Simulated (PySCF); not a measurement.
# Stretching BF

Set-up: PySCF, spin-free X2C with a Gaussian nucleus, basis sets B x2c-SVPall, F x2c-SVPall. Energies in eV from B + F in their ground configurations at the same level. State: ¹Σ⁺ (singlet), closed shell.

All columns are MN15. A positive dipole means B(−)F(+).

```csv
R (Å),E (eV),μ (D),Mulliken charge on B (basis-dependent),HOMO (eV),LUMO (eV),Mayer bond order,⟨S²⟩
1.087,-6.986,1.99,-0.29,-7.92,0.84,1.95,0.00
1.138,-7.718,1.77,-0.21,-8.05,0.54,1.84,0.00
1.188,-8.129,1.54,-0.14,-8.19,0.24,1.74,0.00
1.226,-8.280,1.36,-0.08,-8.30,0.04,1.66,0.00
1.264,-8.330,1.18,-0.03,-8.41,-0.16,1.60,0.00
1.302,-8.301,0.99,0.01,-8.52,-0.35,1.53,0.00
1.353,-8.169,0.72,0.07,-8.68,-0.59,1.45,0.00
1.416,-7.900,0.38,0.14,-8.88,-0.87,1.36,0.00
1.492,-7.481,-0.05,0.21,-9.11,-1.17,1.27,0.00
1.593,-6.843,-0.63,0.28,-9.40,-1.54,1.18,0.00
```

A fit through these points gives, at Re = 1.267 Å, μ = 1.16 D and dμ/dR = -5.02 D/Å; the reduced mass is 6.97 u.

Q: How strong is the fundamental in the double-harmonic approximation, I = 42.26·(dμ/dR)²/μred km/mol?

A: I = 42.26·(-5.02)²/6.97 = 153 km/mol at MN15.
